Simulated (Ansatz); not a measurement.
Consider the hydrogenolysis of a C–F bond: `NC(N)(F)S` + H₂ → `NC(N)S` + H–F.

Calculated with Ansatz (gas phase, PBE0-D4/def2-TZVP geometries, no zero-point term in ΔE). CCSD(T)/CBS is the MP2 limit (def2-TZVPP, def2-QZVPP) plus CCSD(T) − MP2 in def2-TZVPP, frozen cores. This one scheme is used for every species. DFT in def2-TZVPP. B3LYP here is the variant with VWN-RPA as its local correlation; programs differ in this. Each species was taken in one conformer, which may not be the lowest.

```json
{"level": "revPBE-D4", "ΔE (kJ/mol)": "-41.8", "difference from CCSD(T)/CBS": "15.4"}
{"level": "B97M-V", "ΔE (kJ/mol)": "-38.2", "difference from CCSD(T)/CBS": "19.0"}
{"level": "r2SCANh-D4", "ΔE (kJ/mol)": "-39.2", "difference from CCSD(T)/CBS": "18.0"}
{"level": "r2SCAN0-D4", "ΔE (kJ/mol)": "-44.0", "difference from CCSD(T)/CBS": "13.2"}
{"level": "CAM-B3LYP-D4", "ΔE (kJ/mol)": "-40.0", "difference from CCSD(T)/CBS": "17.2"}
{"level": "ωB97X-V", "ΔE (kJ/mol)": "-38.4", "difference from CCSD(T)/CBS": "18.8"}
{"level": "B2PLYP", "ΔE (kJ/mol)": "-49.3", "difference from CCSD(T)/CBS": "7.9"}
{"level": "PBE", "ΔE (kJ/mol)": "-44.0", "difference from CCSD(T)/CBS": "13.2"}
{"level": "B3LYP", "ΔE (kJ/mol)": "-47.1", "difference from CCSD(T)/CBS": "10.1"}
{"level": "HF/def2-SVP", "ΔE (kJ/mol)": "-40.9", "difference from CCSD(T)/CBS": "16.3"}
{"level": "MP2/def2-SVP", "ΔE (kJ/mol)": "-32.0", "difference from CCSD(T)/CBS": "25.2"}
{"level": "CCSD/def2-SVP", "ΔE (kJ/mol)": "-34.1", "difference from CCSD(T)/CBS": "23.1"}
{"level": "MP2/def2-TZVPP", "ΔE (kJ/mol)": "-57.3", "difference from CCSD(T)/CBS": "-0.1"}
{"level": "SCS-MP2/def2-QZVPP", "ΔE (kJ/mol)": "-58.4", "difference from CCSD(T)/CBS": "-1.2"}
{"level": "MP2/CBS(def2)", "ΔE (kJ/mol)": "-61.0", "difference from CCSD(T)/CBS": "-3.8"}
{"level": "CCSD/CBS(def2)", "ΔE (kJ/mol)": "-60.7", "difference from CCSD(T)/CBS": "-3.5"}
{"level": "CCSD(T)/CBS", "ΔE (kJ/mol)": "-57.2", "difference from CCSD(T)/CBS": "0"}
```

Task: What do rigid-rotor, harmonic-oscillator terms from PBE0-D4/def2-TZVP frequencies (298.15 K, 1 bar) make of the CCSD(T)/CBS value? (An estimate is asked.)

Result: The calculation gave: ΔZPE = +21.3 kJ/mol, ΔH = -37.8 kJ/mol, ΔS = 25 J/(mol·K), ΔG = -45.4 kJ/mol.

Largest T1 diagnostic among the species: 0.011.

From BLYP to BHLYP (50 % exact exchange), in def2-TZVPP and without D4, ΔE moves by −7.7 kJ/mol. At CCSD(T), def2-SVP lies +27.1 kJ/mol from the extrapolated value and def2-TZVPP +3.6 kJ/mol. Leaving LDA and LC-ωPBE aside and taking each functional with its dispersion term where it has one, the values, not all of them listed here, spread over 18.6 kJ/mol, from PBE-QIDH to r2SCAN-D4. LDA lies +10.3 kJ/mol from PBE without D4.

CCSD(T)/CBS has its own doubt, a few kJ/mol and more with outer-core shells, so smaller differences from it don't rank the levels.
